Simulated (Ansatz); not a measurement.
# Co (Co, hcp): the cost of one run

Computed with Ansatz 0.2.0 (DFT revPBE, plane waves (420 eV) with PAW, scalar-relativistic; PAW files made under PBE, frozen cores solved again for the functional, unless a step says otherwise).

### Step 1. The structure to begin with

It takes space group P6_3/mmc (No. 194, hexagonal). The conventional cell has a = 2.507 Å, b = 2.507 Å, c = 4.069 Å, α = 90.00°, β = 90.00°, γ = 120.00°. Around Co (site symmetry -6m2) lie 12 Co at 2.50 to 2.51 Å.

Structure file:

```
Co
1.0
     2.50710    0.00000    0.00000
    -1.25355    2.17121    0.00000
     0.00000    0.00000    4.06860
Co
2
Direct
  0.33333 0.66667 0.25000
  0.66667 0.33333 0.75000
```

### Step 2. Geometry optimisation

The input, input.yaml:

```yaml
crystal:
  lattice:
    - [2.5070990085, 0.0, 0.0]
    - [-1.2535495042, 2.1712114311, 0.0]
    - [0.0, 0.0, 4.0686]
  atoms:
    - { symbol: Co, position: [0.3333333333, 0.6666666667, 0.25] }
    - { symbol: Co, position: [0.6666666667, 0.3333333333, 0.75] }
hamiltonian:
  xc: revpbe
  pseudopotentials:
    kind: paw
    azcp:
      Co: "pseudopotentials/Co.paw.azcp"
basis:
  ecutwfc: 420
  fft_grid_basis: typed
kpoints:
  mp_grid: { grid: [14, 14, 8], shift: [0, 0, 0] }
magnetization:
  spin_polarized: false
scf:
  occupations: { method: fermi_dirac, width: 0.1 }
relax:
  max_steps: 60
  f_tol: 0.01
  cell: {}
```

Q: Estimate wall time and peak memory on 1 thread of an x86-64 CPU, shared host.

About 25 s, with a peak of 0.55 GiB.
